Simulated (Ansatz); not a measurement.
Run this with the Python package of Ansatz (0.2.0) and show what comes out.

The script reads `bh2op.xyz`:
```text
5

B    -0.29640   -0.80040   -0.11930
O    -0.74850    0.31530    0.78150
P     0.23110    1.13820   -0.30800
H    -0.60900   -1.61650   -0.85610
H     1.47270    0.88980    0.46050
```

`run_md.py`:
```python
'''A short Born-Oppenheimer trajectory of BH2OP.'''

import ansatz as az
import numpy as np

params = {
    'basis': '6-31G*',
    'xc': 'BLYP',
    'n_steps': 20,
    'temperature_k': 200,
}


def main() -> None:
    geometry = az.Crystal.molecule_from_extxyz('bh2op.xyz')

    model = (
        geometry.calculation()
        .basis(gaussian=params['basis'])
        .functional(params['xc'])
    )
    symbols = [site.symbol for site in geometry.cartesian_sites]
    start = np.array([site.position_ang for site in geometry.cartesian_sites], dtype=float)
    summary = model.relax(force_tolerance=0.02).run(threads=1).report
    end = np.array(summary['positions_ang'])
    minimum = az.Crystal.molecule()
    for symbol, place in zip(symbols, end):
        minimum = minimum.atom(symbol, place.tolist())

    # dynamics from the relaxed geometry
    model = (
        minimum.calculation()
        .basis(gaussian=params['basis'])
        .functional(params['xc'])
        .md('nve', timestep=0.5, steps=params['n_steps'], temperature=params['temperature_k'], initial_velocities='maxwell_boltzmann', seed=88)
    )
    frames = []
    res = model.session().plan().execute(on_event=lambda e: frames.append(e['data']) if e['event'] == 'md_step' else None)
    print('t (fs)   E_pot (eV)      E_kin (eV)   T (K)   d(0-1) (A)')
    for f in frames[::2]:
        xyz = np.array(f['positions_ang'])
        print(f'{f["time_fs"]:6.2f} {f["lagrangian_ev"]:14.5f} {f["e_kin_ev"]:10.5f} {f["temperature_k"]:8.1f} {np.linalg.norm(xyz[0] - xyz[1]):9.4f}')
    kept = np.array([f['conserved_ev'] for f in frames])
    print(f'conserved energy moves by at most {1000 * np.ptp(kept):.3f} meV')


if __name__ == '__main__':
    main()
```

```console
$ python run_md.py
t (fs)   E_pot (eV)      E_kin (eV)   T (K)   d(0-1) (A)
  0.00   -12043.26165    0.07756    200.0    1.3299
  1.00   -12043.25044    0.06647    171.4    1.3243
  2.00   -12043.22499    0.04136    106.7    1.3187
  3.00   -12043.20521    0.02180     56.2    1.3133
  4.00   -12043.20391    0.02039     52.6    1.3081
  5.00   -12043.21531    0.03155     81.3    1.3039
  6.00   -12043.22501    0.04113    106.1    1.3011
  7.00   -12043.22542    0.04159    107.3    1.3004
  8.00   -12043.21890    0.03518     90.7    1.3020
  9.00   -12043.21223    0.02861     73.8    1.3060
 10.00   -12043.21142    0.02783     71.8    1.3123
conserved energy moves by at most 0.683 meV
```

Caveats:
- Total energies depend on the basis set; only differences at equal settings carry meaning.
- The trajectory is only some femtoseconds long, so its temperature is not equilibrated; where the script doesn't relax first, it starts from a rough generated geometry.
- The temperature counts the internal degrees of freedom alone.
- Wall time of the script: 11 s on 1 thread of AMD EPYC 9R45 96-Core Processor (Zen 5), on a shared host, peak memory 0.2 GiB.

(Lines on the test bed's own set-up are left out of the output.)
